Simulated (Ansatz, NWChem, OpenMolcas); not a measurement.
A correction line for PBE0/cc-pVDZ: atomisation enthalpy at 298 K

The atomisation enthalpy at 298 K in kJ/mol of 6 N-containing molecules: x at PBE0/cc-pVDZ, y from tabulated heats of molecules and atoms (Active Thermochemical Tables, CRC Handbook of Chemistry and Physics). Shapes, held fixed at every level: PBE0-D4/def2-TZVP. Flexible molecules stand in one conformer, not always the lowest. Computed values hold a harmonic thermal term (PBE/def2-SVP, PBE0-D4/def2-TZVP) and the atoms' spin-orbit lowering. Programs: Ansatz 0.2.0, NWChem 7.3.0, OpenMolcas 26.06. A level may come from different programs for different species; with the same settings they agree closely.

| molecule | x (kJ/mol) | y (kJ/mol) |
| --- | --- | --- |
| CH6N2 (methylhydrazine) | 2816 | 2875 |
| C2H7N (dimethylamine) | 3399 | ? |
| C3H5N (isocyanoethane) | 3523 | 3571 |
| C2H8N2 (1,2-dimethylhydrazine) | 3965 | 4030 |
| C4H5N (trans-Crotononitrile) | 4248 | 4296 |
| C4H4N2 (pyrazine) | 4498 | 4488 |

Q: Fit y = c + s·x to the known rows and predict y for C2H7N.

A: 
1. Means of the 5 rows: x = 3810.00, y = 3852.0.
2. Σ(Δx)² = 1759618, Σ(Δx·Δy) = 1711415, so the slope is 1711415/1759618 = 0.97261.
3. Intercept: 3852.0 − (0.97261) × 3810.00 = 146.4. The largest residual of the fit is 33.
4. C2H7N: 146.4 + 0.97261 × 3399 = 3452 kJ/mol.

The tabulated heats give 3448 kJ/mol, so the prediction is off by +4 kJ/mol, within the largest residual. Uncorrected, PBE0/cc-pVDZ misses C2H7N by -49 kJ/mol, and the other rows by 46 on average. With references in doubt, neither the misses nor the line can be laid on the level alone. Left out in turn, the other rows are missed by 34 kJ/mol on average. The tabulated value of C4H5N is in doubt (older tables, estimates, or at odds with other calculations) and kept here.
